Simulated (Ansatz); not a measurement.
The input, for Ansatz 0.2.0:

```yaml
crystal:
  periodic: [false, false, false]
  atoms:
    - {symbol: C, position_ang: [0.002337, -0.001845, 1.156416]}
    - {symbol: Si, position_ang: [0.001504, -0.017987, -0.539515]}
    - {symbol: Si, position_ang: [0.049468, 0.041323, -2.824128]}
    - {symbol: H, position_ang: [-0.053309, -0.021491, 2.207227]}
basis:
  gaussian: {orbitals: 6-31G, point_charges: [{charge: 0.50, position_ang: [3.541, -0.646, -0.710]}]}
magnetization: {spin_polarized: false, initial_magnetization: 3}
correlation: {method: fic_mrcisd_q_relaxed, electrons: outside_noble_gas, active_space: {window: {electrons: 5, orbitals: 4}}}
scf: {lower_state_search: off}
```

```sh
$ ansatz run in.yaml --threads 1 --pin off --events-out ev --progress --plain --max-ram 2393MiB
```

(1) Roughly how long does this take on 1 thread of Arm Neoverse V2, shared host, and how much host memory?

```
these checks for a lower state are left out or cut short: stability, starts, cluster_reference, orbital_swaps, neighbouring_geometries, increment
439 factors; integrals over basis functions are off by at most 2.2e-4 eV
mean field evaluation 1: about -16761.4773 eV, gradient 1.5e1 eV
mean field evaluation 2: about -16761.4809 eV, gradient 1.5e1 eV
mean field evaluation 4: about -16762.5575 eV, gradient 3.8e0 eV
mean field evaluation 8: about -16762.7021 eV, gradient 2.2e-1 eV
mean field -16762.70410318 eV, -616.0180136231 hartree, gradient 3.0e-6 eV, S^2 3.750000; 0 other end points of the search recorded, 0 dependent functions left out
reference -16762.70410318 eV, -616.0180136231 hartree; 19, 16 occupied and 18, 21 virtual orbitals, 439 factors
state -16762.70410318 eV, -616.0180136231 hartree
contracted CI cycle   1: correlation 0.00000000 eV, 0.0000000000 hartree, residual 1.43e1 eV
contracted CI cycle   2: correlation -4.19126518 eV, -0.1540261543 hartree, residual 2.93e0 eV
contracted CI cycle   3: correlation -4.43312523 eV, -0.1629143475 hartree, residual 1.17e0 eV
contracted CI cycle   4: correlation -4.47811026 eV, -0.1645675167 hartree, residual 5.65e-1 eV
contracted CI cycle   5: correlation -4.48844348 eV, -0.1649472553 hartree, residual 2.24e-1 eV
contracted CI cycle   6: correlation -4.48991323 eV, -0.1650012678 hartree, residual 8.41e-2 eV
contracted CI cycle   7: correlation -4.49012059 eV, -0.1650088882 hartree, residual 3.25e-2 eV
contracted CI cycle   8: correlation -4.49015650 eV, -0.1650102080 hartree, residual 1.43e-2 eV
contracted CI cycle   9: correlation -4.49016352 eV, -0.1650104658 hartree, residual 5.77e-3 eV
contracted CI cycle  10: correlation -4.49016466 eV, -0.1650105077 hartree, residual 2.84e-3 eV
contracted CI cycle  11: correlation -4.49016493 eV, -0.1650105176 hartree, residual 1.45e-3 eV
state -16762.70410318 eV, -616.0180136231 hartree; corrected -16767.83459562 eV, -616.2065557426 hartree
WARN: 1 active orbitals are nearly empty or full. The corrections depend on them more than the energy does, and are more stable in an active space without them
Total energy: -16767.83459562 eV, -616.2065557426 hartree
Checks for a lower state left out: stability, starts, cluster_reference, orbital_swaps, neighbouring_geometries, increment
```

Results:

(1) 0.69 s wall and 0.22 GiB.
